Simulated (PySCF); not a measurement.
**An isoelectronic set: 22 electrons**

r²SCAN in PySCF with def2-TZVPP on every atom, for the lowest determinant that a PBE0 search found; no spin–orbit coupling. All have 22 electrons, 10 of them in the valence shells, and the same state, a singlet (closed shell). For ions De leads to the atom and ion picked by measured ionisation energies and electron affinities.

```json
{"species": "AlF", "difference of nuclear charges": "4", "Re (Å)": "1.664", "ωe (cm⁻¹)": "787", "k (mdyn/Å)": "4.07", "De (eV)": "6.89", "dissociates to": "Al + F", "Mayer bond order": "1.07"}
{"species": "SiO", "difference of nuclear charges": "6", "Re (Å)": "1.515", "ωe (cm⁻¹)": "1248", "k (mdyn/Å)": "9.35", "De (eV)": "8.13", "dissociates to": "Si + O", "Mayer bond order": "2.26"}
{"species": "PN", "difference of nuclear charges": "8", "Re (Å)": "1.487", "ωe (cm⁻¹)": "1390", "k (mdyn/Å)": "11.0", "De (eV)": "5.98", "dissociates to": "P + N", "Mayer bond order": "2.87"}
{"species": "BCl", "difference of nuclear charges": "12", "Re (Å)": "1.724", "ωe (cm⁻¹)": "827", "k (mdyn/Å)": "3.38", "De (eV)": "5.35", "dissociates to": "B + Cl", "Mayer bond order": "1.45"}
```

Question: Which member of the whole set has the stiffest bond, and how does it compare with the softest?

Answer: PN with k = 11.0 mdyn/Å, 3.3 times that of BCl.
